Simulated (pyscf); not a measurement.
A first-order saddle from PySCF, ωB97X-D3(BJ)/def2-SVP:

```
O
H 1 1.1644
F 2 1.1773 1 161.61
H 3 1.1435 2 84.27 1 -4.77
F 4 1.1391 3 159.09 2 -2.79
Si 1 1.7230 2 122.12 3 -169.92
H 6 1.4808 1 109.34 2 111.01
H 6 1.4813 7 112.16 1 -121.02
Si 1 1.7817 2 116.80 3 0.53
F 9 1.6251 1 114.22 2 -75.75
H 9 1.4788 10 121.33 5 -78.93
H 6 1.4848 7 111.34 8 -125.25
H 9 1.5119 11 101.59 5 -173.21
```

Surface: singlet, charge 0. Lowest wavenumbers (cm⁻¹): 783i, 44, 72, 138, 165.

What reaction is this the transition state of?

`[F][SiH2][O][SiH3]` + `[FH]` + `[FH]` <-> `[F][SiH2][F]` + `[OH][SiH3]` + `[FH]`, a multi-bond step read from left to right: O–Si, F–H, F–H broken and F–Si, H–O, F–H formed. At ωB97M-D3(BJ)/def2-TZVP it lies +0.05 eV from the left side and +0.31 eV from the right (each side as separated species at their lowest minima found). On the reactant side the descent ends in a bound adduct (not fully relaxed), 0.56 eV under the separated species and 0.61 eV under the saddle at ωB97X-D3(BJ)/def2-TZVP. On the product side the descent ends in an adduct with a O–Si contact, 0.01 eV under the separated species and 0.25 eV under the saddle at ωB97X-D3(BJ)/def2-TZVP. What is counted as broken (O–Si) persists as a longer contact in the product adduct; parting that adduct is a step of its own. One saddle was located; it need not be the lowest between these sides.
